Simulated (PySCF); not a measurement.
Species: C6H7 (doublet state).
SMILES with atom numbers: `[CH2:1][C@@H:2]1[CH:3]=[CH:4][C:5]1=[CH2:6]` (hydrogens: H7, H8 on C1; H9 on C2; H10 on C3; H11 on C4; H12, H13 on C6)

Structure used (GFN2-xTB), in Å, numbered top down from 1:
```xyz
13
C6H7 angstrom
C     -0.9047   -1.3057    0.8748
C     -0.2503   -0.0091    0.8289
C     -1.0646    1.1389    0.2351
C     -0.2560    1.3177   -0.8168
C      0.6445    0.2441   -0.4228
C      1.7168   -0.3550   -0.9044
H     -0.7373   -1.9933    1.6806
H     -1.5204   -1.6190    0.0533
H      0.2558    0.2321    1.7657
H     -1.9898    1.5744    0.5637
H     -0.2491    1.9936   -1.6525
H      2.1806   -1.1818   -0.3940
H      2.1700   -0.0365   -1.8292
```

The hyperfine couplings belong to this conformer and change with its torsions.

Computed with PySCF, UKS B3LYP, pcH-1 on C H, non-relativistic, mean-field spin-orbit, GIAO. Isolated species at its GFN2-xTB geometry (one conformer only). Couplings are sensitive to structure, and on GFN2-xTB geometries they can be far from those on DFT ones. The SCF solution wasn't tested for stability.

The largest Mulliken spin populations are on C1 (+1.04) and C2 (-0.09). No atom but C1 exceeds +0.15. The positive populations add up to 1.18 and the negative ones to -0.18, together 2S = 1. The angles at C1 add up to 359.9°, so it is planar; its axial dipolar tensor and the negative couplings of its protons fit spin in a p orbital normal to that plane.

**Question.** Find Q in a(H) = Q·ρ(C) for the protons on the planar carbons that carry spin.

**Answer.** 
```json
{"H": "H7", "C": "C1", "ρ(C)": "+1.043", "a(H) (G)": "-22.19", "a/ρ (G)": "-21.3"}
{"H": "H8", "C": "C1", "ρ(C)": "+1.043", "a(H) (G)": "-21.44", "a/ρ (G)": "-20.6"}
```

These protons share one ρ (within 0.01), so their mean ratio, Q = -20.9 G, is no test of linearity. In McConnell's picture π spin on carbon polarises the C–H bond and leaves opposite spin at the proton, which makes Q negative, as found here.

Couplings in gauss use g_iso = 2.0026.
